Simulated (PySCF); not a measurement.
**Question.** Give a GFN2-xTB geometry of `C1CCCCC1` (cyclohexane).

**Answer.** 
```
atom  x, y, z in Å
C1     1.3236   -0.6112   -0.1589
C2     1.1680    0.8349    0.3023
C3    -0.1139    1.4393   -0.2634
C4    -1.3250    0.6122    0.1576
C5    -1.1690   -0.8342   -0.3025
C6     0.1131   -1.4389    0.2624
H7     1.4161   -0.6350   -1.2475
H8     2.2345   -1.0405    0.2641
H9     2.0299    1.4236   -0.0196
H10    1.1315    0.8644    1.3941
H11   -0.2274    2.4684    0.0846
H12   -0.0521    1.4606   -1.3541
H13   -2.2357    1.0411   -0.2662
H14   -1.4190    0.6374    1.2458
H15   -2.0314   -1.4231    0.0177
H16   -1.1310   -0.8636   -1.3941
H17    0.2262   -2.4675   -0.0875
H18    0.0530   -1.4616    1.3532
```

Orientation and origin are arbitrary. Atoms count from 1 in this order. All 6 C–C bonds measure 1.526 Å. All internal angles of the 6-membered ring C1–C2–C3–C4–C5–C6 are 110.5° (sum 663°, against 720° for a flat polygon); it is puckered, 0.24 Å rms from its mean plane, widest ring torsion 58°.

Bonds between heavy atoms (Å): C1–C2 1.526, C2–C3 1.526, C3–C4 1.526, C4–C5 1.526, C5–C6 1.526, C1–C6 1.526.

The geometry is computed with GFN2-xTB (gas phase).

Point group: D3d (tolerance 0.08 Å). No GFN2-xTB frequencies stand behind this structure, so it isn't proved a minimum. The numbers are those of one conformer (C6–C1–C2–C3 -58°, C1–C2–C3–C4 58°, C2–C3–C4–C5 -57°, C3–C4–C5–C6 57°).
